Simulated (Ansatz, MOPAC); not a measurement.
**A ladder of methods for BPH6 (SMILES [BH3-][PH3+])**

BPH6, singlet, SMILES `[BH3-][PH3+]`. Each level relaxes the structure for itself.

Quantity: the highest harmonic wavenumber at each level's own minimum, in cm⁻¹. The values are calculated.

```
                          level            kind  program  value (cm⁻¹)
                           MNDO  semi-empirical    MOPAC          2953
                            PM6  semi-empirical    MOPAC          2933
                        PM6-DH+  semi-empirical    MOPAC          2932
                            PM7  semi-empirical    MOPAC          2564
                      HF/STO-3G    Hartree–Fock   Ansatz          3262
                       HF/3-21G    Hartree–Fock   Ansatz          2706
HF/6-31G* (Cartesian functions)    Hartree–Fock   Ansatz          2702
                SVWN5/def2-TZVP             LDA   Ansatz          2506
                   PBE/def2-SVP             GGA   Ansatz          2499
               r2SCAN/def2-TZVP        meta-GGA   Ansatz          2538
```

Harmonic and unscaled. The values span 2499 to 3262 cm⁻¹. Without the sets that lack polarisation functions the rows with a basis span only 2499 to 2702 cm⁻¹.
